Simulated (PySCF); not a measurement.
Compound: H2CN (doublet state).
Bonds: C1–N2 (double). Hydrogens: H3, H4 on C1.

Computed with PBE0-D3(BJ)/def2-SVP geometry optimisation, gas phase in PySCF 2.14.0.

(1) List the bond lengths and angles at this level.

Answers

(1) 
```json
{"bond": "C1=N2", "length (Å)": "1.242", "order": "double"}
{"bond": "C1–H3, C1–H4", "length (Å)": "1.109", "order": "single"}
```

Bonds in one row agree within 0.01 Å and their mean is given. Orders are formal, as drawn. A selection of angles:
```json
{"angle": "N2–C1–H3", "degrees": "121.7"}
{"angle": "H3–C1–H4", "degrees": "116.6"}
```

C1 (carbon bonded to N and 2 H) is planar (angles 121.7°, 121.7° and 116.6°, sum 360.0°, 0.00 Å off the plane of its three neighbours).

Point group: C2v (every atom within 0.08 Å of its image). Not checked by PBE0-D3(BJ)/def2-SVP frequencies. ⟨S²⟩ = 0.763 (exact for a doublet: 0.75).

Hardware: Arm Neoverse V1, one thread (shared host). Cost: 3.1 s wall. That covers the optimisation of the geometry.
